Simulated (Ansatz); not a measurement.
# Ladder of methods for the bulk modulus B0 of zinc-blende InSb

Reference value: 46.1 GPa (measured, 0 K value with the zero-point phonon effect removed; as tabulated in Mejia-Rodriguez and Trickey (2018), arXiv:1807.09216).

```tsv
level (code)	value (GPa)	cell (Å³/atom)
LDA (Ansatz)	46.6	33.54
PBE (Ansatz)	?	36.51
r²SCAN-D4 (Ansatz)	44.8	34.83
r²SCANh (Ansatz)	46.0	34.85
Hartree–Fock (Ansatz)	49.4	36.35
```

Task: Some entries are withheld; supply them.

Result: 
- PBE (Ansatz, an electronic-structure program), value (GPa): 36.7

Errors against the reference: LDA +1.1 %, PBE -20 %, r²SCAN-D4 -2.8 %, r²SCANh -0.2 %, Hartree–Fock +7.2 %.

Once the reference is moved by up to 5.0 % (a margin picked here for doubts on the reference and the settings) and values within 1.7 % count as equal, the nearest can be r²SCANh (-0.2 %), LDA (+1.1 %), r²SCAN-D4 (-2.8 %) or Hartree–Fock (+7.2 %). Farthest off among them: PBE (-20 %). Within 15 %: LDA, r²SCAN-D4, r²SCANh, Hartree–Fock.

Each level is taken at its own relaxed cell. Cutoffs and k meshes differ between the levels. Ansatz's density-functional and Hartree–Fock values are scalar-relativistic unless marked +SOC, with PAW data made under PBE.

Differences are worked out from the printed values.
